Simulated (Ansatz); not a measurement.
```yaml
crystal:
  periodic: [false, false, false]
  atoms:
    - {symbol: Si, position_ang: [-0.115702, 0.000467, -0.080947]}
    - {symbol: Cl, position_ang: [-0.120259, -0.021427, 1.974798]}
    - {symbol: Cl, position_ang: [1.814041, 0.014635, -0.789809]}
    - {symbol: H, position_ang: [-0.793286, 1.240920, -0.538848]}
    - {symbol: H, position_ang: [0.184298, 0.300467, -0.030947]}
basis:
  gaussian: {orbitals: STO-3G}
total_charge: -1
magnetization: {spin_polarized: true, initial_magnetization: 1}
hamiltonian: {xc: {name: B3LYP}, dispersion: d3bj}
output: {forces: true}
```

```sh
$ ansatz run in.yaml --threads 4 --pin off --events-out ev --progress --plain --max-ram 3916MiB
```

It prints (some lines left out):

```
Functional definition: B3LYP
  name "B3LYP"
  cite "Stephens, Devlin, Chabalowski & Frisch, J. Phys. Chem. 98, 11623 (1994) doi:10.1021/j100096a001"
  cite "Becke, Phys. Rev. A 38, 3098 (1988) doi:10.1103/PhysRevA.38.3098"
  cite "Lee, Yang & Parr, Phys. Rev. B 37, 785 (1988) doi:10.1103/PhysRevB.37.785"
  cite "Vosko, Wilk & Nusair, Can. J. Phys. 58, 1200 (1980) doi:10.1139/p80-159"
  parameter a0 = 0.2
  parameter ax = 0.72
  parameter ac = 0.81
  exchange = (1 - a0 - ax)*slater_x + ax*b88_x + a0*exact_x
  correlation = (1 - ac)*vwn_rpa_c + ac*lyp_c
314 factors; integrals over basis functions are off by at most 1.6e-5 eV
mean field evaluation 1: about -32499.0029 eV, gradient 1.6e1 eV
mean field evaluation 2: about -32500.0351 eV, gradient 1.1e1 eV
mean field evaluation 4: about -32500.8499 eV, gradient 1.9e-1 eV
mean field evaluation 8: about -32500.8594 eV, gradient 2.2e-3 eV
mean field -32500.85937182 eV, -1194.3845520405 hartree, gradient 6.2e-5 eV, S^2 0.752510; 0 other end points of the search recorded, 0 dependent functions left out
the calculation of the forces begins
reference -32500.85952285 eV, -1194.3845575909 hartree; 26, 25 occupied and 3, 4 virtual orbitals, 314 factors
Total energy: -32501.10228791 eV, -1194.3934790423 hartree
Atom 0 at    -0.115702     0.000467    -0.080947 Å, force  -293.085729  -287.704339   -51.208017 eV/Å
Atom 1 at    -0.120259    -0.021427     1.974798 Å, force    -0.817150    -0.017815     6.064674 eV/Å
Atom 2 at     1.814041     0.014635    -0.789809 Å, force     8.695431    -0.533648    -4.174460 eV/Å
Atom 3 at    -0.793286     1.240920    -0.538848 Å, force    -1.243743     0.934321    -0.344000 eV/Å
Atom 4 at     0.184298     0.300467    -0.030947 Å, force   286.451191   287.321481    49.661803 eV/Å
Dipole moment:     0.071433     0.232200     0.025589 e Å
```

In this input one atom was put on top of another. The run converged. The result belongs to that input, not to the species as meant.

B3LYP takes the VWN-RPA correlation. The highest occupied level of an anion often lies above zero with these methods, and sets without diffuse functions describe the outer electron poorly.
